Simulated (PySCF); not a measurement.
# BH3⁺, doublet: the ladder up to RCCSDT

Geometry: a point of a stretch scan, not a stationary point.

```xyz
4

B     0.0000    0.0000    0.0597
H     0.0000    0.7178   -0.9950
H     0.0000    0.0000    1.3497
H     0.0000   -0.7178   -0.9950
```

Basis aug-cc-pVDZ; PySCF 2.14.0. Only valence electrons are correlated (noble-gas cores frozen), which leaves 5 electrons in 49 orbitals. Prefix R: restricted or restricted open-shell reference; prefix U: unrestricted.

Full CI isn't at hand for all of this; RCCSDT serves as the reference. It lacks quadruple excitations. The frozen core follows each run's orbitals, which can shift R against U totals by a few meV.

- UHF ⟨S²⟩: 0.761
- T1 diagnostic (ROHF- or RHF-based CCSD): 0.0176
- largest doubles amplitude (ROHF- or RHF-based CCSD): 0.042
- T1 diagnostic (UCCSD): 0.0101

```
   level  E − E(RCCSDT) (mEh)  share of correlation (%)  wall time
     RHF                99.32                      0.00          –
     UHF                94.93                      4.43          –
    RMP2                23.51                     76.33          –
    UMP2                23.75                     76.09          –
   RCCSD                 2.02                     97.97          –
   UCCSD                 1.93                     98.06          –
RCCSD(T)                 0.47                     99.53        4 s
UCCSD(T)                 0.46                     99.54      3.7 s
  UCCSDT                -0.01                    100.01       86 s
```

The correlation energy at RCCSDT, counted from RHF, is -2.703 eV. That run took 83 s on 1 thread of Arm Neoverse N1, shared host.

Times are those of the correlated step on a shared host, with one SCF added for the restricted CCSD run; they ran on 1 thread of Arm Neoverse N1.
